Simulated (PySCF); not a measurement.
**HCl (SMILES Cl): CCSD(T)/6-31G**

What is the vertical singlet–triplet gap of HCl at CCSD(T)/6-31G? 

The results are computed with PySCF 2.14.0.

12 further runs of the same task are left out: 3 that didn't finish, 9 set aside as unsound or not needed.

### Step 1. The molecule

The species is HCl (2 atoms), meant as a singlet with charge 0. As SMILES, `Cl`. The coordinates come from a PBE0-D4/def2-TZVP relaxation.

Bond lengths: Cl1–H2 1.279 Å.

### Step 2. A single-point energy at CCSD(T)/6-31G

run.py

```python
# Cl
from pyscf import gto, scf, cc

mol = gto.M(
    atom='''
Cl     1.031790    -0.337316     0.530635
H     -1.031790     0.337316    -0.530635
''',
    verbose=4,
    basis='6-31g',
    max_memory=1860,
    spin=0,
    unit='bohr',
)

hf = scf.RHF(mol)
hf.conv_tol = 1e-10
hf.kernel()
if not hf.converged:
    hf = hf.newton().run(hf.mo_coeff, hf.mo_occ)

mycc = cc.CCSD(hf, frozen=5)
mycc.kernel()
e_t = mycc.ccsd_t()
e_tot = mycc.e_tot + e_t
print('Final energy', e_tot)
```

Launch:

```console
OMP_NUM_THREADS=1 python run.py
```

The program printed:

```text
PySCF version 2.14.0

[INPUT] num. atoms = 2
[INPUT] num. electrons = 18
[INPUT] charge = 0
[INPUT] spin (= nelec alpha-beta = 2S) = 0
[INPUT] symmetry False subgroup None
[INPUT] Mole.unit = bohr
[INPUT] Symbol           X                Y                Z      unit          X                Y                Z       unit  Magmom
[INPUT]  1 Cl     0.545999754455  -0.178499940079   0.280799949317 AA    1.031790000000  -0.337316000000   0.530635000000 Bohr   0.0
[INPUT]  2 H     -0.545999754455   0.178499940079  -0.280799949317 AA   -1.031790000000   0.337316000000  -0.530635000000 Bohr   0.0

nuclear repulsion = 7.03477968896766
number of shells = 9
number of NR pGTOs = 50
number of NR cGTOs = 15
basis = 6-31g
ecp = {}

******** <class 'pyscf.scf.hf.RHF'> ********
method = RHF
initial guess = minao
damping factor = 0
level_shift factor = 0
DIIS = <class 'pyscf.scf.diis.CDIIS'>
diis_start_cycle = 1
diis_space = 8
diis_damp = 0
SCF conv_tol = 1e-10
SCF conv_tol_grad = None
SCF max_cycles = 50
direct_scf = True
direct_scf_tol = 1e-13
Set gradient conv threshold to 1e-05
Initial guess from minao.
init E= -459.953992176561
  HOMO = -0.452867251566154  LUMO = 0.116920080403596  gap/eV = 15.50470
cycle= 1 E= -460.019860479722  delta_E= -0.0659  |g|= 0.195  |ddm|= 0.97
  HOMO = -0.456506562045611  LUMO = 0.142490448748961  gap/eV = 16.29954
cycle= 2 E= -460.03639646385  delta_E= -0.0165  |g|= 0.0408  |ddm|= 0.375
  HOMO = -0.483826531375817  LUMO = 0.153212468857235  gap/eV = 17.33471
cycle= 3 E= -460.036975283579  delta_E= -0.000579  |g|= 0.00876  |ddm|= 0.0776
  HOMO = -0.478884231639082  LUMO = 0.159001302778655  gap/eV = 17.35775
cycle= 4 E= -460.037011907528  delta_E= -3.66e-05  |g|= 0.00176  |ddm|= 0.02
  HOMO = -0.479290911844396  LUMO = 0.159215504395901  gap/eV = 17.37464
cycle= 5 E= -460.037013921385  delta_E= -2.01e-06  |g|= 0.000178  |ddm|= 0.00514
  HOMO = -0.479338912998744  LUMO = 0.159233401483117  gap/eV = 17.37644
cycle= 6 E= -460.037013941768  delta_E= -2.04e-08  |g|= 2.09e-05  |ddm|= 0.000462
  HOMO = -0.4793354751101  LUMO = 0.159232855947131  gap/eV = 17.37633
cycle= 7 E= -460.03701394199  delta_E= -2.22e-10  |g|= 7.21e-07  |ddm|= 8.3e-05
  HOMO = -0.479335497244002  LUMO = 0.159233143333743  gap/eV = 17.37634
cycle= 8 E= -460.037013941991  delta_E= -7.96e-13  |g|= 6.61e-08  |ddm|= 1.63e-06
  HOMO = -0.479335503162612  LUMO = 0.159233105386517  gap/eV = 17.37634
Extra cycle  E= -460.037013941991  delta_E= -5.68e-14  |g|= 1.5e-08  |ddm|= 1.34e-07
converged SCF energy = -460.037013941991

******** <class 'pyscf.cc.ccsd.CCSD'> ********
CC2 = 0
CCSD nocc = 4, nmo = 10
frozen orbitals 5
max_cycle = 50
direct = 0
conv_tol = 1e-07
conv_tol_normt = 1e-05
diis_space = 6
diis_start_cycle = 0
diis_start_energy_diff = 1e+09
Init t2, MP2 energy = -460.085033688569  E_corr(MP2) -0.0480197465776089
Init E_corr(CCSD) = -0.048019746577609
cycle = 1  E_corr(CCSD) = -0.0548344790572872  dE = -0.00681473248  norm(t1,t2) = 0.0254006
cycle = 2  E_corr(CCSD) = -0.0566505141535736  dE = -0.0018160351  norm(t1,t2) = 0.00871045
cycle = 3  E_corr(CCSD) = -0.0575732245841943  dE = -0.000922710431  norm(t1,t2) = 0.00337104
cycle = 4  E_corr(CCSD) = -0.0575733968515847  dE = -1.7226739e-07  norm(t1,t2) = 0.000296497
cycle = 5  E_corr(CCSD) = -0.0575717287521088  dE = 1.66809948e-06  norm(t1,t2) = 4.13032e-05
cycle = 6  E_corr(CCSD) = -0.057571965497494  dE = -2.36745385e-07  norm(t1,t2) = 7.00283e-06
cycle = 7  E_corr(CCSD) = -0.0575719282780217  dE = 3.72194723e-08  norm(t1,t2) = 1.19021e-06
CCSD converged
E(CCSD) = -460.0945858702691  E_corr = -0.0575719282780217
CCSD(T) correction = -0.000441971685031552
Final energy -460.0950278419541
```

Wall time 0.72 s (1 thread of Arm Neoverse V1, shared host); peak memory 0.1 GiB.

### Step 3. The triplet

mol.xyz

```xyz
2
ClH
Cl     0.546000    -0.178500     0.280800
H     -0.546000     0.178500    -0.280800
```

calc.py

```python
from pyscf import gto, scf, cc

system = gto.M(
    atom='mol.xyz',
    max_memory=1860,
    spin=2,
    verbose=3,
    basis='6-31g',
)

mf = scf.UHF(system)
mf.conv_tol = 1e-10
mf.kernel()
if not mf.converged:
    mf = mf.newton().run(mf.mo_coeff, mf.mo_occ)

mycc = cc.CCSD(mf, frozen=5)
mycc.kernel()
e_t = mycc.ccsd_t()
etot = mycc.e_tot + e_t
print('E = %.10f Eh' % etot)
```

Launch:

```console
OMP_NUM_THREADS=1 python calc.py
```

The program printed:

```text
WARN: HOMO 0.116919879755054 >= LUMO -0.452867228613594

converged SCF energy = -459.771157513173  <S^2> = 2.0012848  2S+1 = 3.0008564
E(UCCSD) = -459.8077134968995  E_corr = -0.03655598372608436
UCCSD(T) correction = -0.000332584246158482
E = -459.8080460811 Eh
```

It took 0.83 s on 1 thread of Arm Neoverse V1, shared host; peak memory 0.1 GiB.

### Step 4. Summary of results

At CCSD(T)/6-31G, 5 core orbitals frozen:

```
                                                           quantity          value
                                              singlet: total energy  -460.09503 Eh
                      singlet: dipole moment (Hartree–Fock density)         1.87 D
                       singlet: HOMO energy (Hartree–Fock orbitals)      -13.04 eV
                       singlet: LUMO energy (Hartree–Fock orbitals)        4.33 eV
                     singlet: HOMO–LUMO gap (Hartree–Fock orbitals)       17.38 eV
               singlet: correlation energy (5 core orbitals frozen)      -58.0 mEh
                                            singlet: (T) correction      -0.44 mEh
                                             singlet: T1 diagnostic          0.006
                                              triplet: total energy  -459.80805 Eh
                      triplet: dipole moment (Hartree–Fock density)         1.52 D
triplet: HOMO energy (Hartree–Fock orbitals) (highest over α and β)       -5.10 eV
 triplet: LUMO energy (Hartree–Fock orbitals) (lowest over α and β)       -2.34 eV
               triplet: correlation energy (5 core orbitals frozen)      -36.9 mEh
                                            triplet: (T) correction      -0.33 mEh
                         triplet: ⟨S²⟩ of the reference determinant          2.001
                                             triplet: T1 diagnostic          0.006
                   vertical energy of the triplet above the singlet       7.809 eV
```

**Reading.** At this shape the triplet lies 7.81 eV (180 kcal/mol) above the singlet. The triples (singlet) make up 0.8 % of the correlation energy. The triples (triplet) make up 0.9 % of the correlation energy.
